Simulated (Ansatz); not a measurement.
Consider a ladder of basis sets of OS (charge +1) (Ansatz 0.2.0 through its Python package).

`basis_os.py`:
```python
"""How the energy of OS(+) converges with the basis."""

import ansatz as az

FUNCTIONAL = "pbe0"
VDW = "d4"
CHARGE = 1

GEOMETRY = """
S     0.00000    0.00000    0.00000
O     0.00000    0.00000    1.68500
"""

mol = az.Crystal.molecule()
for line in GEOMETRY.strip().splitlines():
    symbol, *xyz = line.split()
    mol = mol.atom(symbol, [float(v) for v in xyz])

setup = (
    mol.calculation()
    .functional(FUNCTIONAL, dispersion=VDW)
    .charge(CHARGE)  # electrons removed from the neutral system
    .spin("collinear", total=1)
)

energies = {}
for basis in ["cc-pVDZ", "cc-pVTZ", "cc-pVQZ"]:
    rep = setup.basis(gaussian=basis).run(threads=1).report
    size = rep["n_frozen"] + rep["n_occupied"][0] + rep["n_virtual"][0]
    energies[basis] = (rep["reference_energy_ev"] / 27.211386246, rep["free_energy_ev"] / 27.211386246)
    print(f"{basis:14s} {size:4d} orbitals  reference {energies[basis][0]:14.6f} Ha  total {energies[basis][1]:14.6f} Ha")

last = energies["cc-pVQZ"][1]
for basis, (_, total) in energies.items():
    print(f"{basis:14s} lies {27.211386 * (total - last):9.4f} eV above cc-pVQZ")
```

How far does the total energy move along this ladder of basis sets?

Against cc-pVDZ: cc-pVTZ -40.7 mHa and cc-pVQZ -51.2 mHa. The last step alone is -10.53 mHa. From the first set to the last the time grows from 1.4 to 3.0 s.

The output:

```console
$ python basis_os.py
cc-pVDZ          32 orbitals  reference    -472.708031 Ha  total    -472.708451 Ha
cc-pVTZ          64 orbitals  reference    -472.748726 Ha  total    -472.749145 Ha
cc-pVQZ         114 orbitals  reference    -472.759253 Ha  total    -472.759673 Ha
cc-pVDZ        lies    1.3938 eV above cc-pVQZ
cc-pVTZ        lies    0.2865 eV above cc-pVQZ
cc-pVQZ        lies    0.0000 eV above cc-pVQZ
```

Notes:
- The drop along the ladder measures the basis error, and is no property of the molecule.
- The geometry is a force-field or estimated start, not a minimum of this method, and the last set is no limit. Much of the fall in a total is atomic energy, which cancels in bond and reaction energies.
- The species is open-shell (spin multiplicity 2).
- The expectation value of S² is noticeably off S(S+1) in at least one run, so that state is spin-contaminated.
- Total less reference energy is the dispersion correction.
- For Al to Cl the sets with a tight d function, cc-pV(X+d)Z, are usual.
- The spin state was assumed, and another may lie lower.
- By the engine's processor time: 6.1 s on 1 thread of Intel(R) Xeon(R) Processor @ 2.30GHz, on a shared host, peak memory 0.27 GiB.
